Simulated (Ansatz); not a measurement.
Cubic perovskite KTaO3 was calculated with rVV10 in Ansatz (PAW).

Run with plane-wave cutoff 520 eV, 8×8×8 k mesh, Fermi–Dirac smearing 0.01 eV, scalar-relativistic PAW data made under PBE.

Cell (relaxed at this level):

```xyz
5
Lattice="4.0325 0.0000 0.0000 0.0000 4.0325 0.0000 0.0000 0.0000 4.0325" Properties=species:S:1:pos:R:3 pbc="T T T"
K      0.0000     0.0000     0.0000
Ta     2.0162     2.0162     2.0162
O      2.0162     0.0000     2.0162
O      0.0000     2.0162     2.0162
O      2.0162     2.0162     0.0000
```

Task: What does this level give for the bulk modulus, band gap, smallest direct gap on the k points sampled and pressure derivative B′ of the bulk modulus?

Result: 
* **bulk modulus**: 190 GPa
* **band gap**: 2.17 eV
* **smallest direct gap on the k points sampled**: 2.79 eV
* **pressure derivative B′ of the bulk modulus**: 4.5

Measured, for comparison: band gap 3.64 eV (temperature not stated, not corrected to a static lattice, indirect; as tabulated in Himmetoglu and Janotti (2016), arXiv:1601.06205); bulk modulus 220 GPa (temperature not stated, not corrected to a static lattice; as tabulated in Tinte et al. (1998), arXiv:cond-mat/9809379). Computed (rounded) less measured: bulk modulus -14 %.

Spin–orbit coupling is not included.

Computed values are for the static lattice.

It cost very roughly 60 core-seconds of CPU time.

Ansatz is an electronic-structure program.
